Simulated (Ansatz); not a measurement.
**Scan of [H···H···NH], triplet**

Starting geometry:

```xyz
4

H    -2.0834    0.0594    0.0000
H    -1.3384    0.0594    0.0000
N     0.2116    0.0594    0.0000
H     0.4807   -0.9448    0.0000
```

From there H2 is moved from one fragment to the other while all else, the fragments' distance too, stays fixed, so the hump isn't the reaction's barrier; atoms are numbered as listed. Energies are in kJ/mol, counted from the starting geometry at the same level.

Basis cc-pVTZ; Ansatz 0.2.0. Correlated methods freeze the noble-gas cores. R marks a restricted (for open shells ROHF) determinant, U an unrestricted one. Active spaces: valence = (8e, 7o) chosen from the atoms' valence shells.

Runs in a small pair space aren't shown, since their orbitals change along the scan.

Full CI isn't at hand for all of this; UCCSDT(Q) serves as the reference, and is uncertain by about the last step of the cluster series. The frozen core follows each run's orbitals, which can shift R against U totals by a few meV.

```csv
distance H1-H2 (Å),UCCSDT(Q),error UHF,error BCCD(T),error RCCSDT(Q),error CASSCF (valence space),error MRCISD (valence space),error MRCISD+Q (valence space)
0.745,0.0,0.0,0.0,0.0,0.0,0.0,0.0
0.818,8.5,8.3,0.2,0.0,1.8,0.6,0.3
0.964,35.0,27.2,0.5,0.0,6.9,1.7,0.7
1.109,37.0,33.0,0.4,-0.1,8.5,1.7,0.8
1.255,25.7,19.1,0.0,-0.1,4.4,0.4,0.6
```

Errors are those of relative energies. In total energy the starting point itself misses UCCSDT(Q) by: UHF 548.8, BCCD(T) 2.1, RCCSDT(Q) 0.2, CASSCF (valence space) 447.9, MRCISD (valence space) 24.6, MRCISD+Q (valence space) 3.8 kJ/mol.

Spread of the error over the points with a reference, to 1.255 Å (largest less smallest): RCCSDT(Q) 0.1, BCCD(T) 0.5, MRCISD+Q (valence space) 0.8, MRCISD (valence space) 1.7, CASSCF (valence space) 8.5, UHF 33.0 kJ/mol.
